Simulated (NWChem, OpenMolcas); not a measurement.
Worked example: vertical energy of the triplet above the singlet of C4H2 (1,3-butadiyne)

C4H2 has 6 atoms, charge 0, and is taken as a singlet. As SMILES, `C#CC#C`. Geometry: relaxed at PBE0-D4/def2-TZVP.

Both states at this one shape; open shells run unrestricted unless said. 1 Eh = 27.2114 eV.

| level | program | singlet C4H2 (Eh) | triplet C4H2 (Eh) |
| --- | --- | --- | --- |
| HF/aug-cc-pVDZ | OpenMolcas | -152.512713 | -152.370669 |
| r2SCAN/aug-cc-pVDZ | NWChem | -153.399783 | -153.254766 |
| MP2/aug-cc-pVDZ, 4 core orbitals frozen | NWChem | -153.023026 | -152.823879 |

Q: Work out the vertical gap, second state less first, at each level.

A: 
1. HF/aug-cc-pVDZ: -152.370669 − (-152.512713) = 0.142044 Eh = 3.87 eV.
2. r2SCAN/aug-cc-pVDZ: -153.254766 − (-153.399783) = 0.145017 Eh = 3.95 eV.
3. MP2/aug-cc-pVDZ: -152.823879 − (-153.023026) = 0.199147 Eh = 5.42 eV.

No measured value is set beside it here; the levels span 3.87 to 5.42 eV. Hartree–Fock favours the state with fewer electron pairs, since it lacks pair correlation. The reference of the second state is spin-contaminated at MP2/aug-cc-pVDZ (⟨S²⟩ = 2.14).
